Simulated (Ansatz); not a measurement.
## SnBr2 (Pnma, No. 62; cell taken from a computed entry)

The numbers are results of G0W0@PBEsol (Ansatz, a quantum-chemistry and plane-wave program, plane waves, hard PAW, contour deformation, complete-basis limit), not measurements.

Numerical settings: largest k mesh 2×4×2 (not extrapolated in the mesh).

Cell (fixed, not relaxed at this level and not confirmed as the measured one):

SnBr2 is taken in the orthorhombic space group Pnma (No. 62), Pearson symbol oP12. Conventional cell: a = 8.7649 Å, b = 4.2395 Å, c = 10.7007 Å, α = β = γ = 90.00°. Sn on 4c has 3 Br at 2.757–2.872 Å and 2 Br at 3.162 Å (square pyramidal). Br1 on 4c is coordinated by 1 Sn at 2.757 Å and 2 Sn at 3.162 Å (trigonal pyramidal). Br2 on 4c is surrounded by 2 Sn at 2.872 Å (bent). (Neighbours: up to the widest gap in distance over summed covalent radii, below 1.35, at either atom; cation-cation and far metal-metal contacts left out.)

band gap: 3.64 eV

Note: filled d or f shells below the valence bands can shift G0W0 gaps through exchange with them, which wasn't tested here; the gap holds a correction of +0.31 eV to the complete basis, taken at k points off the band edges; the gap is lowered by 0.04 eV for band edges off the mesh, as the parent functional finds them.

Spin–orbit coupling is not included.

Computed values are for the static lattice.
